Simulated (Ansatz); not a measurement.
`C=CC(C)(F)Cl` → `C=C(C)C(F)Cl`  (isomerisation)

Gas-phase electronic energies from Ansatz, PBE0-D4/def2-TZVP geometries. CBS: MP2 limit from def2 TZ/QZ plus the TZ coupled-cluster correction, frozen cores. DFT in def2-TZVPP. B3LYP here is the variant with VWN-RPA as its local correlation; programs differ in this. One conformer a species, not always the lowest.

| level | ΔE (kcal/mol) | difference from CCSD(T)/CBS |
| --- | --- | --- |
| PBE-D4 | 0.9 | -1.1 |
| r2SCAN-D4 | 1.7 | -0.3 |
| PBE0-D4 | 1.0 | -1.0 |
| ωB97X-V | 1.7 | -0.3 |
| ωB97M-V | 1.8 | -0.2 |
| PBE | 0.8 | -1.2 |
| r2SCAN | 1.7 | -0.3 |
| PBE0 | 1.0 | -1.0 |
| B3LYP | 1.2 | -0.8 |
| HF/def2-TZVPP | 1.9 | -0.1 |
| MP2/def2-TZVPP | 1.7 | -0.3 |
| SCS-MP2/def2-TZVPP | 1.7 | -0.3 |
| CCSD/def2-TZVPP | 1.7 | -0.3 |
| HF/def2-QZVPP | 1.8 | -0.2 |
| MP2/CBS(def2) | 1.9 | -0.1 |
| CCSD/CBS(def2) | 2.0 | 0.0 |
| CCSD(T)/CBS | 2.0 | 0 |

Largest T1 diagnostic among the species: 0.011.
